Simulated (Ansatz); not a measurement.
Reaction (SMILES): [SH] (SH) → [SH-] (an electron is taken up)
B3LYP-D3(BJ)/def2-TZVP geometries, fixed; electronic energies without zero-point terms; positive where energy is released.

Energies in hartree at MP2 with Ansatz (a program for electronic structure); the adiabatic electron affinity is their sum with the coefficients shown, times 27.2114 eV a hartree. All functions are spherical. Cores are frozen. Open shells are unrestricted. No added dispersion term, no relativity.

```csv
species,coefficient,part,aug-cc-pV(D+d)Z,aug-cc-pV(T+d)Z,aug-cc-pV(Q+d)Z
[SH] (SH),+1,Hartree-Fock,-398.09443,-398.10697,-398.11004
[SH] (SH),+1,correlation,-0.12195,-0.15455,-0.16640
[SH-],-1,Hartree-Fock,-398.13557,-398.14618,-398.14912
[SH-],-1,correlation,-0.16154,-0.20036,-0.21493
```

Task: Predict the adiabatic electron affinity in aug-cc-pV(5+d)Z (X = 5): let each Hartree-Fock step shrink by the ratio of the last two, and fit each correlation energy at X = 3 and 4 to E + A/X^3. Compare with the run.

Result: 
- [SH] (SH): steps -0.01254 and -0.00307, ratio 0.245, so Hartree-Fock -398.11079 (run: -398.11061); A = (-0.15455 - (-0.16640))/(1/27 - 1/64) = 0.5534, correlation -0.16640 - A/64 + A/125 = -0.17062 (run: -0.17167).
- [SH-]: steps -0.01061 and -0.00294, ratio 0.277, so Hartree-Fock -398.14993 (run: -398.14963); A = (-0.20036 - (-0.21493))/(1/27 - 1/64) = 0.6805, correlation -0.21493 - A/64 + A/125 = -0.22012 (run: -0.22132).
Predicted 2.412 eV; the run in aug-cc-pV(5+d)Z gives 2.413, a miss of -0.001. Keeping the value in aug-cc-pV(Q+d)Z, 2.384, would miss by -0.029. All sums are of the energies as printed.
